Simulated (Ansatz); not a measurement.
HAsF⁺, triplet: reading a ladder of total energies

Geometry: that of the HAsF, quartet, kept fixed.

```tsv
atom	x (Å)	y (Å)	z (Å)
F	0.0000	0.0000	1.7587
As	0.0000	0.0000	-0.0416
H	0.0000	0.0000	-1.7171
```

Basis cc-pVDZ; Ansatz 0.2.0. Only valence electrons are correlated (noble-gas cores and the filled d shells of p-block atoms frozen), which leaves 12 electrons in 31 orbitals. Prefix R: restricted or restricted open-shell reference; prefix U: unrestricted. No spin–orbit coupling is included, and no scalar relativity.

Full CI isn't at hand for all of this; UCCSDTQ serves as the reference, and is uncertain by about the last step of the cluster series.

Runs differ by some tens of microhartree through their thresholds and, for an open shell, their frozen cores, so steps under 0.03 kcal/mol mean nothing.

| level | total energy (hartree) |
| --- | --- |
| UHF | -2333.744354 |
| UMP2 | -2334.008684 |
| UCCSD | -2334.027646 |
| UCCSD(T) | -2334.036548 |
| UCCSDT | -2334.038114 |
| UCCSDT(Q) | -2334.039556 |
| UCCSDTQ | -2334.039027 |

Problem. What is the correlation energy at UCCSDTQ, and what share of it do UMP2 and UCCSD(T) recover?

Solution. E(corr) = -2334.039027 − (-2333.744354) = -0.294673 hartree = -8.018 eV. UMP2: -0.264330 / -0.294673 = 89.70 %. UCCSD(T): -0.292194 / -0.294673 = 99.16 %.

Problem. By how many kcal/mol does UCCSD(T) miss UCCSDTQ (1 hartree = 627.509 kcal/mol), and which steps make up the rest?

Solution. -2334.036548 − (-2334.039027) = 0.002479 hartree = 1.56 kcal/mol. Steps: UCCSDT − UCCSD(T) = -0.98, UCCSDT(Q) − UCCSDT = -0.90, UCCSDTQ − UCCSDT(Q) = 0.33 kcal/mol. Differences between like states or geometries often cancel part of this.
